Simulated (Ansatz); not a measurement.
Bulk modulus of some III–V compounds, all zinc-blende

Method: Hartree–Fock (PAW; Ansatz, a quantum-chemistry and plane-wave program). References are measured values corrected to a static lattice.

Values in GPa.

```tsv
solid	reference	Hartree–Fock	error (%)
cubic BN	410 (388–410)	431	+5.1
zinc-blende InP	72	75.1	+4.3
zinc-blende BP	176 (168–176)	175	-0.6
zinc-blende AlAs	75	80.9	+7.9
zinc-blende InSb	46.1	49.4	+7.2
zinc-blende GaAs	76.7	79.5	+3.7
zinc-blende InAs	58.6	64.6	+10.2
zinc-blende GaP	89.6	93.5	+4.4
```

Over these 8 solids the mean error is +5.3 %, the mean absolute error 5.4 % (median 4.7 %), and the worst case zinc-blende InAs at +10.2 %; the value is above the reference in 7 of 8 cases.

All these references are brought to a static lattice.

Spin–orbit coupling is left out, also for the solids with elements from indium on (zinc-blende InP, zinc-blende InSb, zinc-blende InAs); its size isn't shown.

Brackets give the range of the sources taken for a reference, where it is wide; it can hold other temperatures.

Differences are worked out from the printed values.

Each level is taken at its own relaxed cell. Ansatz's density-functional and Hartree–Fock values are scalar-relativistic unless marked +SOC, with PAW data made under PBE.

Not in this set, of the III–V compounds with a reference value in our tables and a result at some level: 3 for a reference at room or unstated temperature; 1 for a high-temperature or high-pressure phase; 1 for sources at odds. These can be a level's best or worst cases. At least 2 more with a reference value are held back for tests. Solids without a released value at any level aren't counted. Layered and molecular crystals are counted apart.

References as tabulated in Mejia-Rodriguez and Trickey (2018), arXiv:1807.09216; Goldzak et al. (2022), arXiv:2208.04865.
